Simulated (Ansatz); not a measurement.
## α-N2

All values below come from r²SCAN+rVV10 (Ansatz, a quantum-chemistry and plane-wave program, plane waves, PAW).

Cell: relaxed at this level.

```yaml
lattice_energy: 9 kJ/mol
volume_per_molecule: 41.08 Å³
```

Cost on a shared machine: very roughly 13 core-seconds.
